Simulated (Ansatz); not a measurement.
**One elementary step**

Start structure (CH3N2, doublet), relaxed at PBE0-D4/def2-TZVP:

```
atom    x (Å)    y (Å)    z (Å)
  H1   0.6507  -1.1666  -0.4440
  N2   0.1125  -0.6234   0.2153
  C3  -0.5243   1.0214  -0.7561
  N4  -0.2126   2.1211  -0.5265
  H5   0.6761  -0.2377   0.9597
  H6  -0.7026  -1.1149   0.5517
```

The step: NH₃ + CN → HCN ([CH][N]) + NH₂; bonds formed: H1–C3; bonds broken: H1–N2. Program: Ansatz 0.2.0. Basis: def2-TZVPP and def2-QZVPP. Cores are frozen in the correlated methods; orbitals are unrestricted. Extrapolation: Hartree–Fock as exp(−7.88 √X), correlation as X^−2.97. Energies below are by CCSD(T) at an estimated basis limit (MP2 extrapolated from triple and quadruple zeta, plus CCSD(T) − MP2 in triple zeta).

Problem. What are the electronic barrier and the energy of the step, from the start structure to the end structure? (An estimate is asked for; the value comes from the calculation.)

Solution. Computed: Barrier 0.466 eV; step energy -0.481 eV (downhill); reverse barrier, their difference, 0.947 eV. Barrier and step energy count from the start structure, the reverse barrier from the end structure.

The saddle point: One imaginary mode of 731i cm⁻¹.
```json
{"pair": "H1–C3", "start (Å)": "2.50", "saddle (Å)": "1.51", "end (Å)": "1.08"}
{"pair": "H1–N2", "start (Å)": "1.01", "saddle (Å)": "1.11", "end (Å)": "2.10"}
```

Zero-point energy (harmonic, PBE0-D4): ZPE is 1.164 eV at the start and 1.023 eV at the saddle, so the barrier goes from 0.466 to 0.325 eV.

T1 diagnostic: at most 0.041. ⟨S²⟩ of the unrestricted Hartree–Fock references: 0.76 to 0.94 (a pure state has 0.75). The unrestricted reference is spin-contaminated, which hurts MP2 most.

Labels in which every atom is bracketed show which atoms are joined, not bond orders.

For scale, one of the runs: CCSD(T)/def2-TZVPP, 135 basis functions, launched by `ansatz run in.yaml --threads 2 --pin off --events-out ev --progress --plain --max-ram 4352MiB`. Hardware: 2 CPU threads of an Arm Neoverse N1, shared host. Wall time 78 s; peak host memory 1.7 GiB.
